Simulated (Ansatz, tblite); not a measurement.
# Equilibrium lattice constant a of diamond-structure Si: levels of theory against measurement

Reference value: 5.421 Å (measured, static lattice: zero-point anharmonic expansion removed; as tabulated in Mejia-Rodriguez and Trickey (2018), arXiv:1807.09216).

Task: What do GFN1-xTB, PBE, PBE-D3(BJ), r²SCAN-D4, HSE06, Hartree–Fock give, and how far is each from the reference?

Result: 
```
level (code)           value (Å)  error (%)
---------------------  ---------  ---------
GFN1-xTB (tblite)          5.603      +3.36
PBE (Ansatz)               5.470      +0.90
PBE-D3(BJ) (Ansatz)        5.421       0.00
r²SCAN-D4 (Ansatz)         5.429      +0.15
HSE06 (Ansatz)             5.440      +0.35
Hartree–Fock (Ansatz)      5.506      +1.57
```

Once the reference is moved by up to 0.11 % (a margin picked here for doubts on the reference and the settings) and values within 0.10 % count as equal, the nearest can be PBE-D3(BJ) (0.00 %) or r²SCAN-D4 (+0.15 %). Among them GFN1-xTB (+3.36 %) misses by most. Within 0.5 %: PBE-D3(BJ), r²SCAN-D4, HSE06.

GFN1-xTB: the method was fitted mainly to molecules. GFN1-xTB: the run uses a supercell at the zone centre in place of a k mesh. Cutoffs and k meshes differ between the levels. Ansatz's density-functional and Hartree–Fock values are scalar-relativistic unless marked +SOC, with PAW data made under PBE.

Differences are worked out from the printed values.

Ansatz is a quantum-chemistry and plane-wave program.
